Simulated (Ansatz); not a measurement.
# AlN2 (sextet): wave-function methods side by side, cc-pVTZ

One table from this session's results is given with a row withheld; the runs are named, their logs left out.

Computed with Ansatz 0.2.0, Gaussian basis. Level: cc-pVTZ, core rule «outside noble gas», up to 7 orbitals frozen.

Plan: UHF; CCSD(T) on ROHF; CCSD(T) on UHF; BCCD(T) on ROHF; CCSDT(Q) on ROHF; CCSDT(Q) on UHF; CASSCF and NEVPT2, 13 electrons in 12 orbitals.

6 further runs of the same task are left out: 1 for a known fault of the program, 5 set aside as unsound or not needed.

## The geometry

The geometry is a PBE0/def2-TZVP stationary point (not a proven minimum) of the parent state, kept for this charge and spin.

3 atoms, charge 0, spin multiplicity 6.

Atoms are counted from 1 here; the program's logs count them from 0.

Bond lengths: Al1–N2 1.785 Å, N2–N3 1.137 Å. Angles: Al1–N2–N3 180.0°.

Set-up of the first run:

The input, in.yaml:

```yaml
crystal:
  periodic: [false, false, false]
  atoms:
    - {symbol: Al, position_ang: [0.000000, 0.000000, 1.569200]}
    - {symbol: N, position_ang: [0.000000, 0.000000, -0.216000]}
    - {symbol: N, position_ang: [0.000000, 0.000000, -1.353200]}
basis:
  gaussian: {orbitals: cc-pVTZ}
magnetization: {spin_polarized: true, initial_magnetization: 5}
hamiltonian: {xc: hf}
output: {orbitals: {seedname: orbitals}}
```

Started as:

```sh
ansatz run in.yaml --threads 1 --pin off --events-out ev --progress --plain --max-ram 4096MiB --backend cpu
```

Steps of the session up to this table: UHF; CCSD(T) on ROHF; CCSD(T) on UHF; BCCD(T) on ROHF; CCSDT(Q) on ROHF; CCSDT(Q) on UHF; CASSCF and NEVPT2, 13 electrons in 12 orbitals.

One of the session's tables, all rows but one given; the rest of the session is left out.

| method | from RCCSDT(Q) (kJ/mol) |
| --- | --- |
| ROHF | +1010.6 |
| UHF | +970.7 |
| RMP2 | +133.1 |
| UMP2 | +143.2 |
| RCCSD | +66.9 |
| UCCSD | +65.6 |
| RCCSD(T) | ? |
| UCCSD(T) | +28.0 |
| BCCD(T) | +28.0 |
| RCCSDT | +11.5 |
| UCCSDT | +11.3 |
| RCCSDT(Q) | 0 |
| UCCSDT(Q) | +0.1 |
| CASSCF valence | +758.9 |
| NEVPT2 valence | +155.8 |

**Question.** Estimate the row for RCCSD(T).

As computed: from RCCSDT(Q) (kJ/mol): +27.9. In the column «from RCCSDT(Q) (kJ/mol)» it lies between RCCSDT (+11.5) and UCCSD(T) (+28.0).

The program flags RCCSDT(Q), UCCSDT(Q) as in doubt (see the logs), so the zero of the table is itself unsure.

To keep in mind: The report flags that the cluster equations may have other roots. The program flags RCCSDT(Q), UCCSDT(Q) as in doubt, so the zero of the table is itself unsure. Restricted and unrestricted rows rest on different reference determinants; where their highest levels disagree by more than a few hundredths of an eV, they describe different states and don't form one ladder.
